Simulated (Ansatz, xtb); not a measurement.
C4H7FS: which of two isomers lies lower

Structure X: `F[C@H]1C[C@@H](S)C1`, a singlet. Structure Y: `F[C@H]1C[C@H](S)C1`, a singlet. Both are isolated molecules in the gas phase, relaxed with r2SCAN-D4/def2-SVP; the shapes shown needn't be the lowest conformers.

X (Å):

```xyz
13

C     0.2511   -1.6373    1.8006
C    -0.7346   -0.9592    0.8382
C     0.1403    0.3100    0.9623
C     0.7179   -0.2555    2.2807
F    -0.2972   -2.4619    2.7551
S    -0.5988    1.9646    0.8993
H     1.0441   -2.1997    1.2765
H    -1.6980   -0.8199    1.3550
H    -0.9098   -1.3910   -0.1585
H     0.9118    0.3311    0.1751
H    -1.4891    1.7581    1.8966
H     1.7802   -0.0878    2.5130
H     0.0991    0.0507    3.1398
```

Y (Å):

```xyz
13

C     0.6466    0.5616    0.9051
C     0.7551    0.2897   -0.6012
C     1.2787   -1.1263   -0.2498
C     1.6250   -0.5924    1.1650
F     1.0419    1.8069    1.3325
S    -0.0222   -2.4065   -0.1154
H    -0.3623    0.3619    1.3029
H    -0.1436    0.3824   -1.2292
H     1.5696    0.9035   -1.0205
H     2.1158   -1.5139   -0.8495
H    -0.3288   -2.4515   -1.4317
H     1.4661   -1.2487    2.0346
H     2.6549   -0.2022    1.1824
```

Which of the two would you expect CCSD(T)/def2-SVP + ΔMP2/def2-TZVPP electronic energies to favour?

CCSD(T)/def2-SVP + ΔMP2/def2-TZVPP gives E(Y) − E(X) = +3.56 kJ/mol, slightly favouring structure X, which is too small a margin to settle the true order.

How the difference moves with the method:

```json
{"level": "r2SCAN-D4/def2-SVP", "geometry": "r2SCAN-D4/def2-SVP", "E(Y) − E(X) (kJ/mol)": "+4.64", "departure from the last row (kJ/mol)": "+1.08", "job, with rough time for the two": "optimisation, 2.3 min"}
{"level": "HF/def2-SVP", "geometry": "r2SCAN-D4/def2-SVP", "E(Y) − E(X) (kJ/mol)": "+3.03", "departure from the last row (kJ/mol)": "−0.53", "job, with rough time for the two": "part of the CCSD(T) run"}
{"level": "MP2/def2-SVP", "geometry": "r2SCAN-D4/def2-SVP", "E(Y) − E(X) (kJ/mol)": "+3.64", "departure from the last row (kJ/mol)": "+0.08", "job, with rough time for the two": "part of the CCSD(T) run"}
{"level": "CCSD(T)/def2-SVP", "geometry": "r2SCAN-D4/def2-SVP", "E(Y) − E(X) (kJ/mol)": "+3.29", "departure from the last row (kJ/mol)": "−0.27", "job, with rough time for the two": "single point"}
{"level": "CCSD(T)/def2-SVP + ΔMP2/def2-TZVPP", "geometry": "r2SCAN-D4/def2-SVP", "E(Y) − E(X) (kJ/mol)": "+3.56", "departure from the last row (kJ/mol)": "", "job, with rough time for the two": "single point, 2.6 min"}
```

As drawn, both hold the same kinds of bond in the same numbers.

The largest departure from CCSD(T)/def2-SVP + ΔMP2/def2-TZVPP is that of r2SCAN-D4/def2-SVP, 1.08 kJ/mol. Levels run at GFN2-xTB geometries aren't shown. The last row adds to CCSD(T) the change of the MP2 difference between the two basis sets, here +0.27 kJ/mol.

With thermal terms from frequencies at re-optimised GFN2-xTB minima (ideal gas, soft modes damped towards free rotors, one conformer each, 298.15 K, 1 atm): the zero-point term adds −0.90 kJ/mol; ΔH is +3.14 and ΔG +2.10 kJ/mol.

The correlated steps freeze 10 core orbitals. Programs: Ansatz 0.2.0, xtb 6.7.1; the last row on 2 threads of AMD EPYC (Zen 3) on a shared host.
